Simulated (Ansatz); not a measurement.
# B₃H (triplet): the correlation ladder, cc-pVTZ

An exercise on one series of results from a longer session: the logs are not shown, and one member is left open.

Computed with Ansatz 0.2.0, Gaussian basis. Level: cc-pVTZ, core rule «outside noble gas», up to 3 orbitals frozen.

Plan: UHF; CCSD(T) on ROHF; CCSD(T) on UHF; BCCD(T) on ROHF; CCSDT(Q) on ROHF; CCSDT(Q) on UHF.

4 further runs of the same task are left out: 4 set aside as unsound or not needed. Runs told in other sessions of the task aren't counted.

**The system**

The geometry is a PBE0/def2-TZVP stationary point (not a proven minimum) of the parent state, kept for this charge and spin.

4 atoms, charge 0, spin multiplicity 3.

Atoms are counted from 1 here; the program's logs count them from 0.

Bond lengths: B1–B2 1.597 Å, B1–B3 1.597 Å, B1–H4 1.184 Å, B2–B3 1.488 Å. Angles: B2–B1–B3 55.5°, B2–B1–H4 152.2°, B3–B1–H4 152.2°, B1–B2–B3 62.2°, B1–B3–B2 62.2°.

The first run:

File in.yaml:

```yaml
crystal:
  periodic: [false, false, false]
  atoms:
    - {symbol: B, position_ang: [0.000000, 0.000000, 0.877935]}
    - {symbol: B, position_ang: [0.000000, -0.744017, -0.535109]}
    - {symbol: B, position_ang: [0.000000, 0.744017, -0.535109]}
    - {symbol: H, position_ang: [0.000000, 0.000000, 2.062404]}
basis:
  gaussian: {orbitals: cc-pVTZ}
magnetization: {spin_polarized: true, initial_magnetization: 2}
hamiltonian: {xc: hf}
output: {orbitals: {seedname: orbitals}}
```

Launch:

```sh
$ ansatz run in.yaml --threads 1 --pin off --events-out ev --progress --plain --max-ram 4096MiB --backend cpu
```

Among the steps run: UHF; CCSD(T) on ROHF; CCSD(T) on UHF; BCCD(T) on ROHF; CCSDT(Q) on ROHF; CCSDT(Q) on UHF.

One table of the session follows, with a row left open; its other results are not shown here.

| method | from RCCSDT(Q) (meV) |
| --- | --- |
| ROHF | ? |
| UHF | +7702.7 |
| RMP2 | +1231.9 |
| UMP2 | +1655.3 |
| RCCSD | +581.1 |
| UCCSD | +556.5 |
| RCCSD(T) | +80.5 |
| UCCSD(T) | +106.6 |
| BCCD(T) | +87.6 |
| RCCSDT | +45.4 |
| UCCSDT | +37.5 |
| RCCSDT(Q) | 0 |
| UCCSDT(Q) | -4.8 |

Estimate the missing values for ROHF.

The run gave: from RCCSDT(Q) (meV): +8332.8. In the column «from RCCSDT(Q) (meV)» it is the highest.

The ROHF row is the lowest such solution found; the determinant under the restricted MP2 and coupled-cluster rows lies 0.07 eV higher.

Caveats from the session: Warnings: spin contamination; coupled cluster took another determinant than the lowest. Restricted and unrestricted rows rest on different reference determinants; a gap between their highest levels can come from leftover correlation error, from unlike frozen cores or from another state.
